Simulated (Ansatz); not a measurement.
System: fcc Pt. Method: r²SCAN+SOC (PAW; Ansatz, a first-principles code).

Numerical settings: plane-wave cutoff 560 eV, 24×24×24 k mesh, Fermi–Dirac smearing 0.05 eV, PAW data made under PBE.

Cell (relaxed at this level):

```
CELL_PARAMETERS angstrom
      0.00000     1.97087     1.97087
      1.97087     0.00000     1.97087
      1.97087     1.97087     0.00000
ATOMIC_POSITIONS crystal
  Pt 0.00000 0.00000 0.00000
```

**Question.** Estimate the bulk modulus B0 and pressure derivative B′ of the bulk modulus that the calculation returns.

**Answer.** 
* **bulk modulus B0**: 268 GPa
* **pressure derivative B′ of the bulk modulus**: 5.5

The run finds no gap.

Measured, for comparison: bulk modulus 289 GPa (corrected for temperature and zero-point phonon effects; as tabulated in Levämäki et al. (2014), arXiv:1402.3671). Computed (rounded) less measured: bulk modulus -7 %.

The computed numbers hold no vibrational or temperature effects.

Computing time: about 17 core-minutes (a rough figure).
